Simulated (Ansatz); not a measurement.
## H₃Si–CH⁺, doublet: the ladder up to UCCSDT(Q)

Geometry: that of the H3Si–CH, triplet, kept fixed.

```xyz
6

Si    0.0000    0.0155    0.5207
C     0.0000   -0.0679   -1.2849
H     0.0000    1.4324    0.9821
H     1.2072   -0.6637    1.0635
H    -1.2072   -0.6637    1.0635
H     0.0000    0.2722   -2.3081
```

Basis cc-pVDZ; Ansatz 0.2.0. Only valence electrons are correlated (noble-gas cores frozen), which leaves 11 electrons in 46 orbitals. Prefix R: restricted or restricted open-shell reference; prefix U: unrestricted. Active spaces: frontier = (9e, 9o) about the gap.

Full CI isn't at hand for all of this; UCCSDT(Q) serves as the reference, and is uncertain by about the last step of the cluster series. The frozen core follows each run's orbitals, which can shift R against U totals by a few meV.

For open shells CISD is restricted-active-space CI with the open shells as a complete middle space.

The UHF ⟨S²⟩ is 0.761, the T1 diagnostic (RCCSD) is 0.0354 and the largest doubles amplitude (RCCSD) is 0.058. The T1 diagnostic (UCCSD) is 0.0319.

```csv
level,E − E(RHF) (eV)
UHF,-0.1167
RMP2,-4.8850
UMP2,-4.8918
RCCSD,-6.1654
UCCSD,-6.1668
RCCSD(T),-6.3330
UCCSD(T),-6.3329
```

Task: Estimate how far UCCSDT(Q) in cc-pVDZ lies from RCCSD(T). The table doesn't fix it; the size of (T) and the diagnostics are the guide.

Result: UCCSDT(Q) in cc-pVDZ lies 1.26 kcal/mol below RCCSD(T), which is 33 % of the (T) step (-3.86 kcal/mol). T1 is raised, and the rest is a large part of (T). The miss exceeds 1 kcal/mol.

The other levels:

| level | E − E(UCCSDT(Q)) (kcal/mol) | share of correlation (%) | wall time |
| --- | --- | --- | --- |
| CISD | 16.40 | 88.87 | 3.3 s |
| BCCD(T) | 1.29 | 99.12 | 6.5 s |
| RCCSDT | 0.24 | 99.84 | – |
| UCCSDT | 0.23 | 99.84 | – |
| RCCSDT(Q) | 0.08 | 99.95 | 61 s |

The correlation energy at UCCSDT(Q), counted from RHF, is -6.388 eV. That run took 57 s on 1 thread of Arm Neoverse V1, shared host.

Run but not shown, since their state or frozen core can't be matched to the reference's or they repeat it: CASSCF (frontier space), NEVPT2 (frontier space), MRCISD (frontier space), MRCISD+Q (frontier space), MRCISD+Q(relaxed) (frontier space).

Times hold each run's SCF and search for its determinant on a shared host, so for small cases they say little of a method's own cost; they ran on 1 thread of Arm Neoverse V1.
